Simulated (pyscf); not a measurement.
PySCF, gas phase, ωB97X-D3(BJ)/def2-SVP geometries.

Problem. GeH₃• + NH₃ → H₂N–GeH₃ + H•
Surface: doublet. Broken: H–N. Formed: Ge–N. Give ΔE‡ and ΔE from PBE/def2-TZVP, relative to the separated reactants.

Solution. ΔE‡ = 25.0 kcal/mol, ΔE = +25.6 kcal/mol. CCSD(T)/def2-TZVPP + ΔMP2(QZVPP) gives 33.2 kcal/mol and +24.6 kcal/mol. Zero-point energy shifts the barrier by -2.0 kcal/mol. It is a substitution at N, with an imaginary mode of 1604i cm⁻¹. At PBE this geometry lies under the product side: in single points on another level's saddle the reverse barrier vanishes, and the forward threshold there is about the reaction energy. The same reactants have a lower exit, to GeH₄ + NH₂• (barrier +28.0 kcal/mol at ωB97M-D3(BJ), against +34.6 kcal/mol here). This is the saddle that the search found; another between the same sides may lie lower. The angle at the attacked N is 137°. The CCSD(T) − MP2 part came from Ansatz, without density fitting, on the same reference. The frozen core leaves the outer d or s,p core shells of the metals and heavy elements correlated in the MP2 and CC values, and def2-TZVPP describes them poorly, which can shift differences by a few kcal/mol. Elements up to Kr have no core potential and no relativistic terms here.
